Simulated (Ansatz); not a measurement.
# C₂H₈N+: up Jacob's ladder to CCSD(T)

The task here is to estimate one member of a computed series from the others.

Program: Ansatz 0.2.0, Gaussian basis. Level of theory: functionals in def2-TZVPP, the program's frozen cores in correlated methods. These are calculated values, not measurements.

Levels to be run: LDA (SPW92), PBE-D4, revPBE-D4, BLYP-D4, r2SCAN-D4, B97M-V, PBE0-D4, B3LYP-D4, r2SCANh-D4, r2SCAN0-D4, HSE06-D4, BHLYP-D4, CAM-B3LYP-D4, LC-ωPBE, ωB97X-V, ωB97M-V, B2PLYP, PBE-QIDH; CCSD(T)/def2-SVP; CCSD(T)/def2-TZVPP; MP2/def2-QZVPP; extrapolation to the limit; RPA on PBE.

**Structure used throughout**

The geometry comes from an earlier relaxation with PBE0-D4 in a triple-zeta def2 set; it is a stationary point, not always the lowest conformer.

SMILES `C[NH2+]C`, 11 atoms, charge 1, spin multiplicity 1.

Atoms are counted from 1 here; the program's logs count them from 0.

Bond lengths: C1–N2 1.491 Å, C1–H4 1.088 Å, C1–H5 1.088 Å, C1–H6 1.088 Å, N2–C3 1.491 Å, N2–H7 1.022 Å, N2–H8 1.022 Å, C3–H9 1.088 Å, C3–H10 1.088 Å, C3–H11 1.088 Å. Angles: N2–C1–H4 109.1°, N2–C1–H5 108.5°, N2–C1–H6 108.5°, H4–C1–H5 110.3°, H4–C1–H6 110.3°, H5–C1–H6 110.1°, C1–N2–C3 114.0°, C1–N2–H7 109.2°, C1–N2–H8 109.2°, C3–N2–H7 109.2°, C3–N2–H8 109.2°, H7–N2–H8 105.8°, N2–C3–H9 109.1°, N2–C3–H10 108.5°, N2–C3–H11 108.5°, H9–C3–H10 110.3°, H9–C3–H11 110.3°, H10–C3–H11 110.1°.

Set-up of the first run:

Contents of in.yaml:

```yaml
crystal:
  periodic: [false, false, false]
  atoms:
    - {symbol: C, position_ang: [-0.830248, 0.405820, -0.871910]}
    - {symbol: N, position_ang: [-0.352750, -0.314990, 0.342190]}
    - {symbol: C, position_ang: [1.106279, -0.159332, 0.604143]}
    - {symbol: H, position_ang: [-1.899939, 0.240392, -0.986308]}
    - {symbol: H, position_ang: [-0.294269, 0.019522, -1.736547]}
    - {symbol: H, position_ang: [-0.623854, 1.466971, -0.747597]}
    - {symbol: H, position_ang: [-0.876751, 0.013670, 1.155558]}
    - {symbol: H, position_ang: [-0.573364, -1.308570, 0.251148]}
    - {symbol: H, position_ang: [1.367864, -0.715407, 1.502499]}
    - {symbol: H, position_ang: [1.322423, 0.898578, 0.739079]}
    - {symbol: H, position_ang: [1.654610, -0.546643, -0.252255]}
basis:
  gaussian: {orbitals: def2-TZVPP}
total_charge: 1
hamiltonian: {xc: lda}
output: {orbitals: {seedname: orbitals}}
```

Steps of the session up to this table: LDA; PBE-D4 (GGA); revPBE-D4 (GGA); BLYP-D4 (GGA); r2SCAN-D4 (meta-GGA); B97M-V (meta-GGA); PBE0-D4 (hybrid); B3LYP-D4 (hybrid); r2SCANh-D4 (hybrid); r2SCAN0-D4 (hybrid); HSE06-D4 (hybrid); BHLYP-D4 (hybrid); CAM-B3LYP-D4 (range-separated); LC-ωPBE-D4 (range-separated; the results give it without D4); ωB97X-V (range-separated); ωB97M-V (range-separated); B2PLYP (double hybrid); PBE-QIDH (double hybrid).

One table of the session follows, with a row left open; its other results are not shown here.

It belongs to the step «Frontier levels by functional». Levels are read from the orbital files that the runs wrote:

| functional | HOMO (eV) | LUMO (eV) | gap (eV) |
| --- | --- | --- | --- |
| LDA (SPW92) | -15.14 | -5.89 | 9.25 |
| PBE-D4 | -15.15 | -5.79 | 9.36 |
| revPBE-D4 | -15.13 | -5.73 | 9.40 |
| BLYP-D4 | -15.08 | -5.83 | 9.25 |
| r2SCAN-D4 | -15.50 | -5.02 | 10.48 |
| B97M-V | -15.62 | -5.53 | 10.08 |
| PBE0-D4 | ? | ? | ? |
| B3LYP-D4 | -16.46 | -5.25 | 11.21 |
| r2SCANh-D4 | -16.06 | -4.74 | 11.32 |
| r2SCAN0-D4 | -16.90 | -4.34 | 12.56 |
| HSE06-D4 | -16.26 | -5.24 | 11.03 |
| BHLYP-D4 | -18.16 | -4.20 | 13.95 |
| CAM-B3LYP-D4 | -18.17 | -4.07 | 14.09 |
| LC-ωPBE | -19.60 | -2.68 | 16.92 |
| ωB97X-V | -19.22 | -2.89 | 16.33 |
| ωB97M-V | -19.04 | -3.38 | 15.67 |

Estimate the missing values for PBE0-D4.

**Answer.** HOMO (eV): -16.67; LUMO (eV): -4.86; gap (eV): 11.81. In the column «HOMO (eV)» it lies between r2SCAN0-D4 (-16.90) and B3LYP-D4 (-16.46).
